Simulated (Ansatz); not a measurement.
# PH₂+ (singlet): wave-function methods side by side at distance P1–H3 = 1.754 Å, cc-pVDZ

Aim: climb from Hartree-Fock through coupled cluster and multireference methods for PH₂+ (singlet) at one geometry and basis, and see what each rung misses.

Program: Ansatz 0.2.0, Gaussian basis. Level of theory: cc-pVDZ, core rule «outside noble gas», up to 5 orbitals frozen. These are calculated values, not measurements.

To be run: UHF; CCSD(T) on RHF; CCSD(T) on UHF; BCCD(T) on RHF; CISD; CCSDT(Q) on RHF; CCSDT(Q) on UHF; CCSDTQ on RHF; CASSCF and MRCISD+Q, 2 electrons in 2 orbitals; CASSCF and NEVPT2, 2 electrons in 2 orbitals; CASSCF and MRCISD+Q, 6 electrons in 6 orbitals; CASSCF and NEVPT4(SD), 6 electrons in 6 orbitals; CASSCF and NEVPT2, 6 electrons in 6 orbitals; Full CI.

9 further runs of the same task are left out: 9 that didn't finish. Runs told in other sessions of the task aren't counted.

## Step 1: The system

The geometry derives from a PBE0/def2-TZVP stationary point (not a proven minimum). One bond is set to the value named and the two fragments are kept rigid.

3 atoms, charge 1, spin multiplicity 1.

Atoms are counted from 1 here; the program's logs count them from 0.

Bond lengths: P1–H2 1.429 Å.

## Step 2: UHF

Input file in.yaml:

```yaml
crystal:
  periodic: [false, false, false]
  atoms:
    - {symbol: P, position_ang: [0.000000, -0.067737, -0.007121]}
    - {symbol: H, position_ang: [0.000000, 0.927658, -1.032677]}
    - {symbol: H, position_ang: [0.000000, 1.153880, 1.251516]}
basis:
  gaussian: {orbitals: cc-pVDZ}
total_charge: 1
magnetization: {spin_polarized: true, initial_magnetization: 0}
hamiltonian: {xc: hf}
output: {orbitals: {seedname: orbitals}}
```

Launch:

```sh
$ ansatz run in.yaml --threads 1 --pin off --events-out ev --progress --plain --max-ram 2393MiB
```

Further steps of the session: CCSD(T) on RHF; CCSD(T) on UHF; BCCD(T) on RHF; CISD; CCSDT(Q) on RHF; CCSDT(Q) on UHF; CCSDTQ on RHF; CASSCF and MRCISD+Q, 2 electrons in 2 orbitals; CASSCF and NEVPT2, 2 electrons in 2 orbitals; CASSCF and MRCISD+Q, 6 electrons in 6 orbitals; CASSCF and NEVPT4(SD), 6 electrons in 6 orbitals; CASSCF and NEVPT2, 6 electrons in 6 orbitals; Full CI.

Before running them: what should the planned runs give, taken together? Wanted: FCI from the RHF energy; RMP2 from FCI; RCCSD from FCI; RCCSD(T) from FCI; RCCSDT(Q) from FCI; NEVPT2 pair from FCI; MRCISD+Q pair from FCI; NEVPT2 valence from FCI; T1 diagnostic.

The runs gave:

| quantity | value |
| --- | --- |
| FCI from the RHF energy | -3.6963 eV |
| RMP2 from FCI | +971.5 meV |
| RCCSD from FCI | +104.7 meV |
| RCCSD(T) from FCI | +24.3 meV |
| RCCSDT(Q) from FCI | +1.0 meV |
| NEVPT2 pair from FCI | +805.6 meV |
| MRCISD+Q pair from FCI | -41.2 meV |
| NEVPT2 valence from FCI | +554.6 meV |
| levels within 1 kcal/mol (43 meV) | RCCSD(T), BCCD(T), RCCSDT, RCCSDT(Q), RCCSDTQ, MRCISD+Q pair, MRCISD+Q valence |
| T1 diagnostic | 0.015 |
| effectively unpaired electrons | 0.10 |

RCCSD(T) misses by +24.3 meV, 0.7 % of the correlation energy. MRCISD+Q pair falls below full CI: the +Q correction isn't variational, and the cores differ from full CI's. One determinant dominates. Of the multireference levels listed MRCISD+Q valence comes nearest in total energy (+8.0 meV), which doesn't show that its space is the better one. These misses are within one basis, not against nature.
